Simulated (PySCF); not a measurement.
## Be: ionisation energy

Be [He] 2s2 (1S) → Be+ [He] 2s1 (2S), as a difference of total energies. All numbers are calculated (PySCF 2.14, scalar relativity by spin-free X2C-1e, in Sapporo-DZP-2012 (4s2p, 10 functions)). Correlated levels: valence: 1s2 frozen. The calculations carry no spin-orbit coupling.

```tsv
method	ionisation energy (eV)
UHF	8.041
B3LYP	9.107
MP2 (valence)	8.661
CCSD (valence)	9.252
```

Estimate what SCS-MP2 (valence) gives.

8.785 eV, closest to MP2 (valence) among the rows shown.

Estimate what MN15 gives.

8.952 eV, closest to B3LYP among the rows shown.

Errors of the correlated levels include the incompleteness of this basis and the frozen core.

With two correlated electrons CCSD is exact in that space.

The coupled-cluster amplitudes are large for Be (T1 above 0.03 or a double amplitude above 0.15), so a single reference is strained.

For comparison: 9.323 eV (measured; NIST Atomic Spectra Database, ionization energies).
